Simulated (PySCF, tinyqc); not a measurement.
Worked calculation: MP2 on RHF in the sto-6g basis, frozen core, for CH2, spin multiplicity 1. The lowest restricted solution is unstable here: a spin-polarised one lies 0.0355 hartree lower (PySCF). One step of it, computed by the program tinyqc.

Question. Integrals over molecular orbitals. (pq|rs) = sum C_ip C_jq C_kr C_ls (ij|kl), one index at a time.

coefficients C:
```
              MO1        MO2        MO3        MO4       MO5        MO6        MO7
1C 1s    0.995921  -0.209386   0.000000   0.118452  0.000000  -0.156607   0.000000
1C 2s    0.018324   0.688307   0.000000  -0.573828  0.000000   0.995780   0.000000
1C 2px   0.000000   0.000000   0.000000   0.000000  1.000000   0.000000   0.000000
1C 2py   0.000000   0.000000   0.522213   0.000000  0.000000   0.000000   1.101124
1C 2pz   0.004345   0.147918   0.000000   0.797699  0.000000   0.723292   0.000000
2H 1s   -0.004389   0.271657   0.457695   0.225869  0.000000  -0.842635  -0.800214
3H 1s   -0.004389   0.271657  -0.457695   0.225869  0.000000  -0.842635   0.800214
```

core Hamiltonian H = T + V (hartree), lower triangle:
```
             1C 1s      1C 2s     1C 2px     1C 2py     1C 2pz      2H 1s      3H 1s
1C 1s   -18.854726
1C 2s    -4.333864  -5.564030
1C 2px    0.000000   0.000000  -4.501289
1C 2py    0.000000   0.000000   0.000000  -4.665767
1C 2pz   -0.016683  -0.166483   0.000000   0.000000  -4.563877
2H 1s    -0.997387  -2.230028   0.000000  -1.595949  -1.021942  -3.440825
3H 1s    -0.997387  -2.230028   0.000000   1.595949  -1.021942  -0.595465  -3.440825
```

Two-electron integrals (ij|kl) in chemists' order, unique and non-zero (hartree):
```
(11|11) 3.543743    (21|11) 0.529462    (21|21) 0.100317    (22|11) 0.853596
(22|21) 0.199930    (22|22) 0.624844    (31|31) 0.021271    (32|31) 0.031868
(32|32) 0.138108    (33|11) 0.853598    (33|21) 0.199930    (33|22) 0.624843
(33|33) 0.673218    (41|41) 0.021271    (42|41) 0.031868    (42|42) 0.138108
(43|43) 0.036281    (44|11) 0.853598    (44|21) 0.199930    (44|22) 0.624843
(44|33) 0.600655    (44|44) 0.673218    (51|51) 0.021271    (52|51) 0.031868
(52|52) 0.138108    (53|53) 0.036281    (54|54) 0.036281    (55|11) 0.853598
(55|21) 0.199930    (55|22) 0.624843    (55|33) 0.600655    (55|44) 0.600655
(55|55) 0.673218    (61|11) 0.127455    (61|21) 0.023240    (61|22) 0.045542
(61|33) 0.045370    (61|41) 0.001296    (61|42) 0.002506    (61|44) 0.045744
(61|51) 0.000800    (61|52) 0.001546    (61|54) 0.000231    (61|55) 0.045512
(61|61) 0.005537    (62|11) 0.299622    (62|21) 0.071189    (62|22) 0.244328
(62|33) 0.238584    (62|41) 0.006158    (62|42) 0.040791    (62|44) 0.251066
(62|51) 0.003799    (62|52) 0.025163    (62|54) 0.007700    (62|55) 0.243334
(62|61) 0.017011    (62|62) 0.125373    (63|31) 0.007700    (63|32) 0.039184
(63|43) 0.007997    (63|53) 0.004933    (63|63) 0.015436    (64|11) 0.217574
(64|21) 0.052429    (64|22) 0.190539    (64|33) 0.181016    (64|41) 0.011610
(64|42) 0.068503    (64|44) 0.206119    (64|51) 0.002412    (64|52) 0.018086
(64|54) 0.010552    (64|55) 0.184483    (64|61) 0.013146    (64|62) 0.116116
(64|64) 0.120987    (65|11) 0.134215    (65|21) 0.032342    (65|22) 0.117538
(65|33) 0.111664    (65|41) 0.002412    (65|42) 0.018086    (65|44) 0.117283
(65|51) 0.009188    (65|52) 0.050341    (65|54) 0.011463    (65|55) 0.123668
(65|61) 0.008109    (65|62) 0.071628    (65|64) 0.065111    (65|65) 0.055601
(66|11) 0.449624    (66|21) 0.108920    (66|22) 0.423609    (66|33) 0.401281
(66|41) 0.011929    (66|42) 0.105079    (66|44) 0.449802    (66|51) 0.007359
(66|52) 0.064820    (66|54) 0.029931    (66|55) 0.419745    (66|61) 0.026497
(66|62) 0.274749    (66|64) 0.281265    (66|65) 0.173504    (66|66) 0.774999
(71|11) 0.127455    (71|21) 0.023240    (71|22) 0.045542    (71|33) 0.045370
(71|41) -0.001296   (71|42) -0.002506   (71|44) 0.045744    (71|51) 0.000800
(71|52) 0.001546    (71|54) -0.000231   (71|55) 0.045512    (71|61) 0.005364
(71|62) 0.015894    (71|64) 0.011125    (71|65) 0.007584    (71|66) 0.024169
(71|71) 0.005537    (72|11) 0.299622    (72|21) 0.071189    (72|22) 0.244328
(72|33) 0.238584    (72|41) -0.006158   (72|42) -0.040791   (72|44) 0.251066
(72|51) 0.003799    (72|52) 0.025163    (72|54) -0.007700   (72|55) 0.243334
(72|61) 0.015894    (72|62) 0.089745    (72|64) 0.059819    (72|65) 0.049916
(72|66) 0.153461    (72|71) 0.017011    (72|72) 0.125373    (73|31) 0.007700
(73|32) 0.039184    (73|43) -0.007997   (73|53) 0.004933    (73|63) 0.010323
(73|73) 0.015436    (74|11) -0.217574   (74|21) -0.052429   (74|22) -0.190539
(74|33) -0.181016   (74|41) 0.011610    (74|42) 0.068503    (74|44) -0.206119
(74|51) -0.002412   (74|52) -0.018086   (74|54) 0.010552    (74|55) -0.184483
(74|61) -0.011125   (74|62) -0.059819   (74|64) -0.030806   (74|65) -0.032615
(74|66) -0.094856   (74|71) -0.013146   (74|72) -0.116116   (74|74) 0.120987
(75|11) 0.134215    (75|21) 0.032342    (75|22) 0.117538    (75|33) 0.111664
(75|41) -0.002412   (75|42) -0.018086   (75|44) 0.117283    (75|51) 0.009188
(75|52) 0.050341    (75|54) -0.011463   (75|55) 0.123668    (75|61) 0.007584
(75|62) 0.049916    (75|64) 0.032615    (75|65) 0.037484    (75|66) 0.090524
(75|71) 0.008109    (75|72) 0.071628    (75|74) -0.065111   (75|75) 0.055601
(76|11) 0.073796    (76|21) 0.017590    (76|22) 0.062545    (76|33) 0.060901
(76|44) 0.062733    (76|51) 0.001556    (76|52) 0.010961    (76|55) 0.064002
(76|61) 0.004097    (76|62) 0.028828    (76|64) 0.023178    (76|65) 0.018090
(76|66) 0.059190    (76|71) 0.004097    (76|72) 0.028828    (76|74) -0.023178
(76|75) 0.018090    (76|76) 0.008143    (77|11) 0.449624    (77|21) 0.108920
(77|22) 0.423609    (77|33) 0.401281    (77|41) -0.011929   (77|42) -0.105079
(77|44) 0.449802    (77|51) 0.007359    (77|52) 0.064820    (77|54) -0.029931
(77|55) 0.419745    (77|61) 0.024169    (77|62) 0.153461    (77|64) 0.094856
(77|65) 0.090524    (77|66) 0.267839    (77|71) 0.026497    (77|72) 0.274749
(77|74) -0.281265   (77|75) 0.173504    (77|76) 0.059190    (77|77) 0.774999
```

Give: one-electron integrals over orbitals h = C^T H C; Two-electron integrals over orbitals.

Answer.

one-electron integrals over orbitals h = C^T H C (hartree), lower triangle:
```
         1       2       3       4       5       6       7
1  -18.843
2    0.359  -4.547
3    0.000   0.000  -3.990
4   -0.194   0.203   0.000  -4.361
5    0.000   0.000   0.000   0.000  -4.501
6    0.270  -0.840   0.000  -0.381   0.000  -3.534
7    0.000   0.000  -0.873   0.000   0.000   0.000  -3.676
```

Two-electron integrals over orbitals (pq|rs), unique and non-zero (hartree); the lowest 1 orbital is frozen and left out:
```
(22|22) 0.543       (32|32) 0.143       (33|22) 0.509       (33|33) 0.520
(42|22) 0.024       (42|33) 0.021       (42|42) 0.076       (43|32) 0.024
(43|43) 0.033       (44|22) 0.499       (44|33) 0.463       (44|42) -0.086
(44|44) 0.665       (52|52) 0.090       (53|53) 0.020       (54|52) -0.039
(54|54) 0.051       (55|22) 0.543       (55|33) 0.479       (55|42) -0.046
(55|44) 0.582       (55|55) 0.673       (62|22) 0.084       (62|33) 0.027
(62|42) -1.39e-04   (62|44) 0.077       (62|55) 0.126       (62|62) 0.098
(63|32) -0.070      (63|43) -0.030      (63|63) 0.085       (64|22) 0.035
(64|33) 4.56e-03    (64|42) -0.008      (64|44) 0.060       (64|55) 0.051
(64|62) 0.049       (64|64) 0.035       (65|52) 0.056       (65|54) -0.013
(65|65) 0.044       (66|22) 0.531       (66|33) 0.509       (66|42) 0.055
(66|44) 0.453       (66|55) 0.500       (66|62) 0.061       (66|64) 0.022
(66|66) 0.568       (72|32) 3.99e-04    (72|43) -0.032      (72|63) 0.047
(72|72) 0.054       (73|22) 0.058       (73|33) 0.027       (73|42) -0.057
(73|44) 0.124       (73|55) 0.127       (73|62) 0.076       (73|64) 0.043
(73|66) 0.006       (73|73) 0.119       (74|32) -0.071      (74|43) 0.008
(74|63) 0.039       (74|72) -0.009      (74|74) 0.062       (75|53) 0.018
(75|75) 0.022       (76|32) 0.112       (76|43) 0.035       (76|63) -0.078
(76|72) -0.025      (76|74) -0.052      (76|76) 0.114       (77|22) 0.517
(77|33) 0.519       (77|42) -0.012      (77|44) 0.524       (77|55) 0.526
(77|62) 0.045       (77|64) 0.015       (77|66) 0.514       (77|73) 0.066
(77|77) 0.559
```
